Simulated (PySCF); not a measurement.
MgO: frontier orbitals

PBE0 at R = 1.885 Å; basis Mg def2-TZVP, O def2-TZVP; no relativity; PySCF 2.14. State: ³Π (triplet), unpaired electrons σ ↑, π ↑. Only the outer orbitals are listed, counted within each symmetry.

| spin | orbital | occ. | ε (eV) | on Mg (%) | main shells (%) |
| --- | --- | --- | --- | --- | --- |
| α | 1π | 1 | -51.71 | 100 | 100 Mg p |
| α | 1π | 1 | -51.68 | 100 | 100 Mg p |
| α | 4σ | 1 | -51.60 | 100 | 100 Mg p |
| α | 5σ | 1 | -25.16 | 3 | 96 O s |
| α | 2π | 1 | -10.15 | 3 | 96 O p |
| α | 6σ | 1 | -9.21 | 15 | 83 O p, 12 Mg s |
| α | 2π | 1 | -8.17 | 6 | 94 O p |
| α | 7σ | 1 | -5.66 | 94 | 75 Mg s, 18 Mg p |
| α | 3π | 0 | -1.04 | 99 | 94 Mg p |
| α | 3π | 0 | -0.91 | 98 | 91 Mg p |
| α | 8σ | 0 | 0.43 | 103 | 67 Mg p, 22 Mg d, 14 Mg s |
| β | 1π | 1 | -51.61 | 100 | 100 Mg p |
| β | 1π | 1 | -51.60 | 100 | 100 Mg p |
| β | 4σ | 1 | -51.45 | 100 | 100 Mg p |
| β | 5σ | 1 | -22.68 | 5 | 95 O s |
| β | 6σ | 1 | -8.06 | 17 | 82 O p, 13 Mg s |
| β | 2π | 1 | -7.40 | 7 | 93 O p |
| β | 2π | 0 | -3.00 | 21 | 79 O p, 16 Mg p |
| β | 7σ | 0 | -2.69 | 94 | 82 Mg s, 11 Mg p |
| β | 3π | 0 | 0.15 | 98 | 96 Mg p |

Question: Which are the highest filled and the lowest empty level, where do they sit, and how wide is the gap?

Answer: Highest filled α 7σ at -5.66 eV (in %: 75 Mg s, 18 Mg p); lowest empty β 2π at -3.00 eV (in %: 79 O p, 16 Mg p); the gap at PBE0 is 2.66 eV.

- bond order (Mayer): 0.83
- ⟨S²⟩: 2.004
- charge on Mg (Mulliken, basis-dependent): 0.50
- charge on Mg (Löwdin, basis-dependent): 0.33
- dipole moment (positive dipole means Mg(−)O(+)): -3.10 D
- polarisability along the bond: 49.1 bohr³
- polarisability across the bond: 58.1 bohr³

Shares are Mulliken populations and can fall outside 0 to 100 %.

The state was picked by a PBE0 search and need not be the measured ground state.
